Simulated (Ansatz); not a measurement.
# SiNH (singlet): from Hartree-Fock to the top rungs at distance Si1–H3 = 2.729 Å, 6-31G

How much of the correlation energy of SiNH (singlet) does each wave-function method recover here?

Method: 6-31G, core rule «outside noble gas», up to 6 orbitals frozen; program: Ansatz 0.2.0, Gaussian basis.

Plan: UHF; CCSD(T) on RHF; CCSD(T) on UHF; BCCD(T) on RHF; CISD; CCSDT(Q) on RHF; CCSDT(Q) on UHF; CISDTQ; CCSDTQ on RHF; CASSCF and MRCISD+Q, 2 electrons in 2 orbitals; CASSCF and NEVPT2, 2 electrons in 2 orbitals; CASSCF and MRCISD+Q, 10 electrons in 9 orbitals; CASSCF and NEVPT2, 10 electrons in 9 orbitals; Full CI.

19 further runs of the same task are left out: 2 for a known fault of the program, 10 that didn't finish, 7 set aside as unsound or not needed.

**1. What is computed**

The geometry derives from a PBE0/def2-TZVP stationary point (not a proven minimum). One bond is set to the value named and the two fragments are kept rigid.

3 atoms, charge 0, spin multiplicity 1.

Atoms are counted from 1 here; the program's logs count them from 0.

Bond lengths: Si1–N2 1.557 Å.

**2. UHF**

File in.yaml:

```yaml
crystal:
  periodic: [false, false, false]
  atoms:
    - {symbol: Si, position_ang: [0.000000, 0.000000, -0.390688]}
    - {symbol: N, position_ang: [0.000000, 0.000000, -1.947623]}
    - {symbol: H, position_ang: [0.000000, 0.000000, 2.338312]}
basis:
  gaussian: {orbitals: 6-31G}
magnetization: {spin_polarized: true, initial_magnetization: 0}
hamiltonian: {xc: hf}
output: {orbitals: {seedname: orbitals}}
```

Run with:

```
$ ansatz run in.yaml --threads 1 --pin off --events-out ev --progress --plain --max-ram 2393MiB
```

The runs that follow: CCSD(T) on RHF; CCSD(T) on UHF; BCCD(T) on RHF; CISD; CCSDT(Q) on RHF; CCSDT(Q) on UHF; CISDTQ; CCSDTQ on RHF; CASSCF and MRCISD+Q, 2 electrons in 2 orbitals; CASSCF and NEVPT2, 2 electrons in 2 orbitals; CASSCF and MRCISD+Q, 10 electrons in 9 orbitals; CASSCF and NEVPT2, 10 electrons in 9 orbitals; Full CI.

Q: Predict the results of all the runs planned. Wanted: FCI below the RHF energy; RMP2 from FCI; UMP2 from FCI; RCCSD from FCI; RCCSD(T) from FCI; UCCSD(T) from FCI; RCCSDT(Q) from FCI; UCCSDT(Q) from FCI; NEVPT2 pair from FCI.

The runs gave:

| quantity | value |
| --- | --- |
| FCI below the RHF energy | -8.4105 eV |
| RMP2 from FCI | +724.0 meV |
| UMP2 from FCI | +1604.0 meV |
| RCCSD from FCI | +821.6 meV |
| RCCSD(T) from FCI | -28.0 meV |
| UCCSD(T) from FCI | +337.8 meV |
| RCCSDT(Q) from FCI | -39.8 meV |
| UCCSDT(Q) from FCI | +19.0 meV |
| NEVPT2 pair from FCI | +736.2 meV |
| MRCISD+Q pair from FCI | +263.8 meV |
| NEVPT2 valence from FCI | +382.5 meV |
| levels within 1 kcal/mol (43 meV) | RCCSD(T), RCCSDT(Q), UCCSDT(Q), RCCSDTQ, MRCISD+Q valence |
| T1 diagnostic | 0.053 |
| effectively unpaired electrons | 1.43 |

What this shows: RCCSD(T) misses by -28.0 meV, 0.3 % of the correlation energy. CCSD(T) misses by -28.0 meV on the restricted determinant and by +337.8 meV on the unrestricted one; the two need not hold the same state or core. RCCSD(T), BCCD(T), RCCSDT(Q) fall below full CI, which methods that aren't variational can do. The occupations show strong static correlation (1.4 unpaired electrons where one determinant has 0). Coupled cluster on one determinant still stays close here. Of the multireference levels listed MRCISD+Q valence comes nearest in total energy (+26.9 meV), which doesn't show that its space is the better one. These misses are within one basis, not against nature.
